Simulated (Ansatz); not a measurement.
The input, for Ansatz 0.2.0:

```yaml
crystal:
  periodic: [false, false, false]
  atoms:
    - {symbol: B, position_ang: [-0.103660, 0.000008, 0.103614]}
    - {symbol: H, position_ang: [0.322650, 0.539087, -0.977325]}
    - {symbol: H, position_ang: [0.466618, -0.000037, 0.843303]}
    - {symbol: H, position_ang: [0.322567, -0.539134, -0.977326]}
basis:
  gaussian: {orbitals: cc-pVDZ}
magnetization: {spin_polarized: false, initial_magnetization: 2}
correlation: {active_space: {window: {electrons: 4, orbitals: 4}, states: [{multiplicity: 3, weights: []}]}}
```

```sh
$ ansatz run in.yaml --threads 1 --pin off --events-out ev --progress --plain --max-ram 2393MiB
```

Q: How does this run end?

A: Refused. The input was made wrong on purpose (impossible set of states or weights), so the run isn't a sound calculation of what was asked.
```
Error: set 0 has no weights, but each of its states needs one positive weight
```
